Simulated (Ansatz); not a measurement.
# What a trial cell of NiPS3 relaxes into

The calculation used Ansatz 0.2.0, DFT r2SCAN, scalar-relativistic, plane waves, PAW. Cutoff 500 eV, Γ-centred k mesh, Gaussian smearing, collinear spin, first started from parallel moments.

A relaxed cell is given with its space group left out.

```yaml
crystal:
  lattice:
    - [4.39115, 0.00000, 0.00000]
    - [0.00000, 4.39115, 0.00000]
    - [0.00000, 0.00000, 4.39115]
  atoms:
    - { symbol: Ni, position: [0.50000, 0.50000, 0.50000] }
    - { symbol: P, position: [0.00000, 0.00000, 0.00000] }
    - { symbol: S, position: [0.00000, 0.50000, 0.50000] }
    - { symbol: S, position: [0.50000, 0.00000, 0.50000] }
    - { symbol: S, position: [0.50000, 0.50000, 0.00000] }
```

The zero of energy is the elements' standard structures at the same level; no fitted shifts are applied.

**Question.** What space group does it have?

**Answer.** Pm-3m (No. 221). Conventional cell: a = 4.391 Å. Ni has 6 S at 2.20 Å; P has 12 S at 3.11 Å; S is coordinated by 2 Ni at 2.20 Å.

**Question.** How far does it lie from the elements in energy?

**Answer.** 0.73 eV/atom.

**Question.** Is it a metal?

**Answer.** Yes, bands cross the Fermi level on the 8×8×8 mesh.

**Question.** What net moment does it keep?

**Answer.** 0.03 μB per atom, with site moments up to 0.10 μB.

The final run used a 8×8×8 mesh on its 5-atom cell and 0.10 eV smearing. The k mesh leaves about 4 meV/atom of noise in metals. The magnetic state reached may not be the lowest. The cell came from a trial start, so NiPS3 may not exist in this structure.

Cost: 3 runs of about 6.2 core-minutes in all, on Intel Xeon Platinum 8259CL (Skylake/Cascade Lake) (shared hosts).